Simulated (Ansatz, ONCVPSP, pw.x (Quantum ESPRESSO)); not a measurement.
**pw.x on fcc P: one setting changed**

Potential: optimised norm-conserving Vanderbilt (ONCV), ONCVPSP 4.0.1.1 (patched build), PBEsol; core [Ne], reference 3s2 3p3; waves: 3s: rc 1.50 bohr, ncon 4, nbas 9, qcut 4.8 1/bohr, 3 projectors, debl 3.2 Ha; 3p: rc 1.70 bohr, ncon 4, nbas 7, qcut 4.3 1/bohr, 2 projectors, debl 2.9 Ha; d scattering state at 0.4 Ha: rc 1.80 bohr, ncon 3, nbas 6, qcut 5.3 1/bohr, 1 projector; local part: polynomial inside 1.30 bohr (lpopt 3, dvloc0 6 Ha); core correction: polynomial model core, fcfact 0.5.

The reference run (k-mesh 15³, cutoffs 50/200 Ry, Fermi–Dirac 0.01 Ry, mixing_beta 0.4, conv_thr 1e-9, no spin) gives -0.28 GPa at 14.096 Å³/atom, where all-electron LAPW gives -0.60 GPa. This run, with its own iteration cap, changes smearing to mp.

```
&control
  calculation='scf', prefix='x', pseudo_dir='./', outdir='./tmp', tstress=.true., disk_io='none'
/
&system
  ibrav=0, nat=1, ntyp=1, ecutwfc=50, ecutrho=200, nbnd=9,
  occupations='smearing', smearing='mp', degauss=0.01
/
&electrons
  conv_thr=1e-09, mixing_beta=0.4, electron_maxstep=60
/
ATOMIC_SPECIES
P 1.0 P.UPF
CELL_PARAMETERS angstrom
  0.00000000 1.91729364 1.91729364
  1.91729364 0.00000000 1.91729364
  1.91729364 1.91729364 0.00000000
ATOMIC_POSITIONS crystal
P 0.0000 0.0000 0.0000
K_POINTS automatic
15 15 15 0 0 0
```

```bash
pw.x < P.scf.in > P.scf.out
```

Task: How does the run end?

Result: It converges in 6 iterations; the free energy moves by +17.3 meV/atom and the pressure by -0.17 GPa. This scheme is built to cancel the term in the square of the width that Fermi–Dirac smearing leaves in the F of a metal.

```
Message from routine setup:
     using ibrav=0 with symmetry is DISCOURAGED, use correct ibrav instead
     lattice parameter (alat)  =       5.1239  a.u.
     unit-cell volume          =      95.1245 (a.u.)^3
     number of electrons       =         5.00
     number of Kohn-Sham states=            9
     kinetic-energy cutoff     =      50.0000  Ry
     charge density cutoff     =     200.0000  Ry
     scf convergence threshold =      1.0E-09
     Exchange-correlation= PBESOL
     number of k points=   120  Methfessel-Paxton smearing, width (Ry)=  0.0100
     iteration #  1     ecut=    50.00 Ry     beta= 0.40
     total energy              =     -16.97566624 Ry
     estimated scf accuracy    <       0.00199364 Ry
     iteration #  2     ecut=    50.00 Ry     beta= 0.40
     total energy              =     -16.97545342 Ry
     estimated scf accuracy    <       0.00052938 Ry
     iteration #  3     ecut=    50.00 Ry     beta= 0.40
     total energy              =     -16.97550569 Ry
     estimated scf accuracy    <       0.00000401 Ry
     iteration #  4     ecut=    50.00 Ry     beta= 0.40
     total energy              =     -16.97550674 Ry
     estimated scf accuracy    <       0.00000018 Ry
     iteration #  5     ecut=    50.00 Ry     beta= 0.40
     total energy              =     -16.97550679 Ry
     estimated scf accuracy    <          3.2E-09 Ry
     iteration #  6     ecut=    50.00 Ry     beta= 0.40
     the Fermi energy is    11.6102 ev
!    total energy              =     -16.97550679 Ry
     estimated scf accuracy    <          1.0E-11 Ry
     smearing contrib. (-TS)   =      -0.00002165 Ry
     The total energy is F=E-TS. E is the sum of the following terms:
     one-electron contribution =       6.06666312 Ry
     hartree contribution      =       0.20031445 Ry
     xc contribution           =      -7.42456397 Ry
     ewald contribution        =     -15.81789874 Ry
     convergence has been achieved in   6 iterations
          total   stress  (Ry/bohr**3)                   (kbar)     P=       -4.52
     Message from routine punch:
     Nothing written, as per user request (disk_io='none')
```

The run took about 13 s on one core of a shared host (Intel(R) Xeon(R) Platinum 8175M CPU @ 2.50GHz, 96 threads, 755 GiB, load 48).
